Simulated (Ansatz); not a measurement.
**N₂H₄ (singlet): the correlation ladder, cc-pVTZ**

The task here is to estimate one member of a computed series from the others.

Method: cc-pVTZ, core rule «outside noble gas», up to 2 orbitals frozen; program: Ansatz 0.2.0, Gaussian basis.

Plan: UHF; CCSD(T) on RHF; CCSDT(Q) on RHF.

2 further runs of the same task are left out: 2 set aside as unsound or not needed.

## The system

The geometry is an MP2(full)/6-31G* stationary point (not a proven minimum).

6 atoms, charge 0, spin multiplicity 1.

Atoms are counted from 1 here; the program's logs count them from 0.

Bond lengths: N1–N2 1.438 Å, N1–H3 1.020 Å, N1–H4 1.016 Å, N2–H5 1.020 Å, N2–H6 1.016 Å. Angles: N2–N1–H3 111.5°, N2–N1–H4 106.4°, H3–N1–H4 107.0°, N1–N2–H5 111.5°, N1–N2–H6 106.4°, H5–N2–H6 107.0°.

The first run:

The input, in.yaml:

```yaml
crystal:
  periodic: [false, false, false]
  atoms:
    - {symbol: N, position_ang: [0.000000, 0.718959, -0.043984]}
    - {symbol: N, position_ang: [0.000000, -0.718959, -0.043984]}
    - {symbol: H, position_ang: [0.211082, 1.092752, 0.881590]}
    - {symbol: H, position_ang: [-0.948214, 1.005026, -0.270375]}
    - {symbol: H, position_ang: [-0.211082, -1.092752, 0.881590]}
    - {symbol: H, position_ang: [0.948214, -1.005026, -0.270375]}
basis:
  gaussian: {orbitals: cc-pVTZ}
magnetization: {spin_polarized: true, initial_magnetization: 0}
hamiltonian: {xc: hf}
output: {orbitals: {seedname: orbitals}}
```

Command:

```bash
> ansatz run in.yaml --threads 1 --pin off --events-out ev --progress --plain --max-ram 2764MiB --backend cpu
```

Steps of the session up to this table: UHF; CCSD(T) on RHF; CCSDT(Q) on RHF.

One of the session's tables, all rows but one given; the rest of the session is left out.

```
   method  from RCCSDT(Q) (meV)
      RHF                     ?
     RMP2                +969.4
    RCCSD                +475.4
 RCCSD(T)                 +26.1
   RCCSDT                 +21.2
RCCSDT(Q)                     0
```

Estimate the missing values for RHF.

As computed: from RCCSDT(Q) (meV): +12956.8. In the column «from RCCSDT(Q) (meV)» it is the highest.

With the free atoms at the same levels and basis (separate runs), the atomisation energy is 18.237 eV at RCCSDT(Q), 18.230 eV at RCCSD(T), 11.505 eV at RHF.
